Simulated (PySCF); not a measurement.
Simulated outer-valence photoelectron spectrum of `N=S=O` (thionylimide). The calculation used EOM-IP-CCSD/aug-cc-pVDZ in PySCF, restricted Hartree–Fock reference, frozen core, non-relativistic, gas phase, PBE0-D3(BJ)/def2-SVP geometry.

Each root has a Gaussian of 0.6 eV full width with its one-hole share as area; cross sections and vibrations are left out, and the highest printed point is 100.

```json
{"ionisation energy (eV)": "10.4", "intensity": "0"}
{"ionisation energy (eV)": "10.6", "intensity": "2"}
{"ionisation energy (eV)": "10.8", "intensity": "11"}
{"ionisation energy (eV)": "11.0", "intensity": "37"}
{"ionisation energy (eV)": "11.2", "intensity": "71"}
{"ionisation energy (eV)": "11.4", "intensity": "89"}
{"ionisation energy (eV)": "11.6", "intensity": "79"}
{"ionisation energy (eV)": "11.8", "intensity": "54"}
{"ionisation energy (eV)": "12.0", "intensity": "47"}
{"ionisation energy (eV)": "12.2", "intensity": "56"}
{"ionisation energy (eV)": "12.4", "intensity": "49"}
{"ionisation energy (eV)": "12.6", "intensity": "24"}
{"ionisation energy (eV)": "12.8", "intensity": "6"}
{"ionisation energy (eV)": "13.0", "intensity": "1"}
{"ionisation energy (eV)": "13.2", "intensity": "0"}
{"ionisation energy (eV)": "13.4", "intensity": "0"}
{"ionisation energy (eV)": "13.6", "intensity": "0"}
{"ionisation energy (eV)": "13.8", "intensity": "0"}
{"ionisation energy (eV)": "14.0", "intensity": "0"}
{"ionisation energy (eV)": "14.2", "intensity": "0"}
{"ionisation energy (eV)": "14.4", "intensity": "0"}
{"ionisation energy (eV)": "14.6", "intensity": "2"}
{"ionisation energy (eV)": "14.8", "intensity": "13"}
{"ionisation energy (eV)": "15.0", "intensity": "48"}
{"ionisation energy (eV)": "15.2", "intensity": "94"}
{"ionisation energy (eV)": "15.4", "intensity": "100"}
{"ionisation energy (eV)": "15.6", "intensity": "58"}
{"ionisation energy (eV)": "15.8", "intensity": "18"}
{"ionisation energy (eV)": "16.0", "intensity": "3"}
{"ionisation energy (eV)": "16.2", "intensity": "0"}
{"ionisation energy (eV)": "16.4", "intensity": "1"}
{"ionisation energy (eV)": "16.6", "intensity": "9"}
{"ionisation energy (eV)": "16.8", "intensity": "28"}
{"ionisation energy (eV)": "17.0", "intensity": "50"}
{"ionisation energy (eV)": "17.2", "intensity": "49"}
{"ionisation energy (eV)": "17.4", "intensity": "25"}
{"ionisation energy (eV)": "17.6", "intensity": "7"}
{"ionisation energy (eV)": "17.8", "intensity": "1"}
```

Q: Where are the maxima, and how many lines lie under the curve?

A: 4 maxima, at 11.4, 12.2, 15.3 and 17.1 eV, from 6 lines. At this width some lines have no maximum of their own.

Q: List the lines with their holes.

A: 
```tsv
E (eV)	leading hole (HF orbital)	area	Koopmans (eV)
11.26	HOMO-1	0.94	12.82
11.59	HOMO	0.94	12.11
12.27	HOMO-2	0.94	13.73
15.32	HOMO-3	0.88	16.72
15.32	HOMO-4	0.92	17.32
17.09	HOMO-5	0.92	19.07
```

The widest gap, 3.05 eV, lies between 12.27 and 15.32 eV. Only orbitals with −ε under 21 eV, eight at most, were ionised, so the high end of the curve may lack lines.
